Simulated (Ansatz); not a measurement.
Relaxation of C₃H₅N (9 atoms, charge 0, multiplicity 1), to a largest force component of 0.015 eV/Å in at most 40 steps.

The calculation used RKS B3LYP/6-31G (Ansatz 0.2.0).

```xyz
9
Properties=species:S:1:pos:R:3
C -0.196 1.392 -0.575
C 0.038 0.397 0.272
C 0.332 0.612 1.684
N 0.561 -0.262 2.562
H -0.410 1.204 -1.615
H -0.180 2.424 -0.268
H 0.017 -0.634 -0.062
H 0.354 1.647 2.016
H 0.533 -1.224 2.219
```

Where does it end, and by what steps?

The run converged. Limits of this set-up: no polarisation functions. After 5 steps the energy has fallen by 0.049 eV; N4 moved furthest, 0.04 Å.

```tsv
step	energy less start (eV)	largest force component (eV/Å)	accepted
0	0.0000	1.643	yes
1	-0.0460	0.436	yes
2	-0.0489	0.102	yes
3	-0.0493	0.048	yes
4	-0.0494	0.039	yes
5	-0.0495	0.001	yes
```

```xyz
9
Properties=species:S:1:pos:R:3
C -0.198 1.396 -0.591
C 0.037 0.394 0.271
C 0.332 0.616 1.691
N 0.570 -0.275 2.594
H -0.415 1.216 -1.639
H -0.180 2.435 -0.271
H 0.014 -0.642 -0.069
H 0.352 1.658 2.018
H 0.538 -1.242 2.229
```

Whether the end is a true minimum wasn't checked by a vibrational analysis.

Run time: 16 s on 1 thread of AMD EPYC 7R43 64-Core Processor (Zen 3) (shared host), peak memory 0.12 GiB.
